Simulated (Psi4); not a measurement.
Psi4 input (wB97X-D/6-31G*):

```
memory 1500 MB

molecule {
1 2
C     0.00000000    0.00000000    0.00000000
H    -0.91735784   -0.13145752   -0.63016769
H     0.19015165    1.06908770   -0.27718520
H    -0.34859334   -0.62708691    0.86091956
H     1.07579953   -0.31054327    0.04643333
symmetry c1
no_reorient
no_com
}

set {
  basis 6-31G*
  reference uks
  scf_type pk
  dft_radial_points 99
  dft_spherical_points 590
  e_convergence 1e-8
  d_convergence 1e-7
  maxiter 150
}

e = energy('wb97x-d')
print_out(f'\nFINAL {e:.10f} DIPOLE {variable("CURRENT DIPOLE")[0]:.6f} {variable("CURRENT DIPOLE")[1]:.6f} {variable("CURRENT DIPOLE")[2]:.6f}\n')
```

Output:

```
   => Loading Basis Set <=

    Name: 6-31G*
    Role: ORBITAL
    Keyword: BASIS
    atoms 1   entry C          line   111 file 6-31gs.gbs
    atoms 2-5 entry H          line    44 file 6-31gs.gbs

   => WB97X-D: Empirical Dispersion <=

    Chai and Head-Gordon Dispersion Correction
    Chai, J.-D.; Head-Gordon, M. (2010), J. Chem. Phys., 132: 6615-6620

        s6 =       1.000000

         ---------------------------------------------------------
                                   SCF
               by Justin Turney, Rob Parrish, Andy Simmonett
                          and Daniel G. A. Smith
                              UKS Reference
         ---------------------------------------------------------

  ==> Geometry <==

    Molecular point group: c1
    Full point group: C1

    Geometry (in Angstrom), charge = 1, multiplicity = 2:

       Center              X                  Y                   Z               Mass
    ------------   -----------------  -----------------  -----------------  -----------------
         C            0.000000000000     0.000000000000     0.000000000000    12.000000000000
         H           -0.917357840000    -0.131457520000    -0.630167690000     1.007825032230
         H            0.190151650000     1.069087700000    -0.277185200000     1.007825032230
         H           -0.348593340000    -0.627086910000     0.860919560000     1.007825032230
         H            1.075799530000    -0.310543270000     0.046433330000     1.007825032230

  Running in c1 symmetry.

  Rotational constants: A =      5.98992  B =      5.98992  C =      3.74826 [cm^-1]
  Rotational constants: A = 179573.21681  B = 179573.21579  C = 112369.96222 [MHz]
  Nuclear repulsion =   13.100247191144843

  Charge       = 1
  Multiplicity = 2
  Electrons    = 9
  Nalpha       = 5
  Nbeta        = 4

  ==> Algorithm <==

  SCF Algorithm Type is PK.
  DIIS enabled.
  MOM disabled.
  Fractional occupation disabled.
  Guess Type is SAD.
  Energy threshold   = 1.00e-08
  Density threshold  = 1.00e-07
  Integral threshold = 1.00e-12

  ==> Primary Basis <==

  Basis Set: 6-31G*
    Blend: 6-31G*
    Number of shells: 14
    Number of basis functions: 23
    Number of Cartesian functions: 23
    Spherical Harmonics?: false
    Max angular momentum: 2

  ==> DFT Potential <==

   => LibXC <=

    Version 7.1.2
    S. Lehtola, C. Steigemann, M. J. T. Oliveira, and M. A. L. Marques,  SoftwareX 7, 1–5 (2018) (10.1016/j.softx.2017.11.002)

   => Composite Functional: WB97X-D <=

    wB97X-D Hyb-GGA Exchange-Correlation Functional

    J.-D. Chai and M. Head-Gordon,  Phys. Chem. Chem. Phys. 10, 6615–6620 (2008) (10.1039/B810189B)

    Deriv               =              1
    GGA                 =           TRUE
    Meta                =          FALSE

    Exchange Hybrid     =           TRUE
    MP2 Hybrid          =          FALSE

   => Exchange-Correlation Functionals <=

    1.0000   wB97X-D range-separated functional

   => Exact (HF) Exchange <=

    0.7780            HF,LR [omega = 0.2000]
    0.2220               HF

   => LibXC Density Thresholds  <==

    XC_HYB_GGA_XC_WB97X_D:  1.00E-14

   => Molecular Quadrature <=

    Radial Scheme          =       TREUTLER
    Pruning Scheme         =           NONE
    Nuclear Scheme         =       TREUTLER

    Blocking Scheme        =         OCTREE
    BS radius alpha        =              1
    Pruning alpha          =              1
    Radial Points          =             99
    Spherical Points       =            590
    Total Points           =         279966
    Total Blocks           =           2078
    Max Points             =            256
    Max Functions          =             23
    Weights Tolerance      =       1.00E-15

  ==> Integral Setup <==

  Using in-core PK algorithm.
   Calculation information:
      Number of atoms:                   5
      Number of AO shells:              14
      Number of primitives:             31
      Number of atomic orbitals:        23
      Number of basis functions:        23

      Integral cutoff                 1.00e-12
      Number of threads:                 1

  Performing in-core PK
  Using 114678 doubles for integral storage.
  We computed 5565 shell quartets total.
  Whereas there are 5565 unique shell quartets.

  Computing range-separated integrals for PK
  We computed 5565 wK shell quartets total.
  Whereas there are 5565 wK unique shell quartets.

  ==> DiskJK: Disk-Based J/K Matrices <==

    J tasked:                  Yes
    K tasked:                  Yes
    wK tasked:                 Yes
    Omega:               2.000E-01
    Schwarz Cutoff:          1E-12


  Cached 100.0% of DFT collocation blocks in 0.185 [GiB].

  Minimum eigenvalue in the overlap matrix is 2.3802582216E-02.
  Reciprocal condition number of the overlap matrix is 4.3082859230E-03.
    Using symmetric orthogonalization.

  ==> Pre-Iterations <==

  SCF Guess: Superposition of Atomic Densities via on-the-fly atomic UHF (no occupation information).

   -------------------------
    Irrep   Nso     Nmo
   -------------------------
     A         23      23
   -------------------------
    Total      23      23
   -------------------------

  ==> Iterations <==

                        Total Energy        Delta E     RMS |[F,P]|

   @UKS iter SAD:   -39.98658105687922   -3.99866e+01   0.00000e+00
   @UKS iter   1:   -40.02009166084321   -3.35106e-02   6.90561e-03 DIIS/ADIIS
   @UKS iter   2:   -40.03350544327843   -1.34138e-02   2.38990e-03 DIIS/ADIIS
   @UKS iter   3:   -40.03498844236795   -1.48300e-03   7.69570e-04 DIIS/ADIIS
   @UKS iter   4:   -40.03516052523482   -1.72083e-04   6.49158e-05 DIIS
   @UKS iter   5:   -40.03516368805791   -3.16282e-06   1.58373e-05 DIIS
   @UKS iter   6:   -40.03516397870903   -2.90651e-07   3.51194e-06 DIIS
   @UKS iter   7:   -40.03516398971552   -1.10065e-08   5.53123e-07 DIIS
   @UKS iter   8:   -40.03516398992726   -2.11742e-10   4.96805e-08 DIIS
  Energy and wave function converged.

  ==> Post-Iterations <==

   Electrons on quadrature grid:
      Nalpha   =    4.9999999873 ; deviation = -1.274e-08
      Nbeta    =    3.9999999959 ; deviation = -4.118e-09
      Ntotal   =    8.9999999831 ; deviation = -1.686e-08

   @Spin Contamination Metric:   1.182356881E-03
   @S^2 Expected:                7.500000000E-01
   @S^2 Observed:                7.511823569E-01
   @S   Expected:                5.000000000E-01
   @S   Observed:                5.000000000E-01

    Orbital Energies [Eh]
    ---------------------

    Alpha Occupied:

       1A    -10.674496     2A     -1.170401     3A     -0.877326
       4A     -0.877326     5A     -0.754784

    Alpha Virtual:

       6A     -0.164051     7A     -0.093250     8A     -0.004968
       9A     -0.004968    10A      0.294448    11A      0.395590
      12A      0.395590    13A      0.561386    14A      0.581446
      15A      0.679489    16A      0.679489    17A      0.739429
      18A      1.331736    19A      1.631648    20A      1.692848
      21A      1.692848    22A      2.094363    23A      3.832361

    Beta Occupied:

       1A    -10.666407     2A     -1.122922     3A     -0.851722
       4A     -0.851722

    Beta Virtual:

       5A     -0.446488     6A     -0.134202     7A     -0.077253
       8A      0.006335     9A      0.006335    10A      0.335300
      11A      0.406275    12A      0.406275    13A      0.586392
      14A      0.614100    15A      0.702205    16A      0.702205
      17A      0.756089    18A      1.342923    19A      1.708652
      20A      1.743753    21A      1.743753    22A      2.109948
      23A      3.870959

    Final Occupation by Irrep:
              A
    DOCC [     4 ]
    SOCC [     1 ]
    NA   [     5 ]
    NB   [     4 ]

  @UKS Final Energy:   -40.03516398992726

   => Energetics <=

    Nuclear Repulsion Energy =             13.1002471911448435
    One-Electron Energy =                 -75.4853007034264181
    Two-Electron Energy =                  26.7166401345908078
    DFT Exchange-Correlation Energy =      -4.3662729138409917
    Empirical Dispersion Energy =          -0.0004776983955028
    VV10 Nonlocal Energy =                  0.0000000000000000
    Total Energy =                        -40.0351639899272627

  UHF NO Occupations:
  HONO-2 :    3  A 1.9998996
  HONO-1 :    4  A 1.9996100
  HONO-0 :    5  A 1.0000000
  LUNO+0 :    6  A 0.0003900
  LUNO+1 :    7  A 0.0001004
  LUNO+2 :    8  A 0.0001004
  LUNO+3 :    9  A 0.0000005

Computation Completed

Properties will be evaluated at   0.000000,   0.000000,   0.000000 [a0]

Properties computed using the SCF density matrix

 Multipole Moments:

 ------------------------------------------------------------------------------------
     Multipole            Electronic (a.u.)      Nuclear  (a.u.)        Total (a.u.)
 ------------------------------------------------------------------------------------

 L = 1.  Multiply by 2.5417464519 to convert [e a0] to [Debye]
 Dipole X            :          0.0000000            0.0000000            0.0000000
 Dipole Y            :         -0.0000000            0.0000000           -0.0000000
 Dipole Z            :         -0.0000000            0.0000000           -0.0000000
 Magnitude           :                                                    0.0000000

 ------------------------------------------------------------------------------------

FINAL -40.0351639899 DIPOLE 0.000000 -0.000000 -0.000000

*** Psi4 exiting successfully. Buy a developer a beer!
```

The dipole moment of an ion depends on the origin.
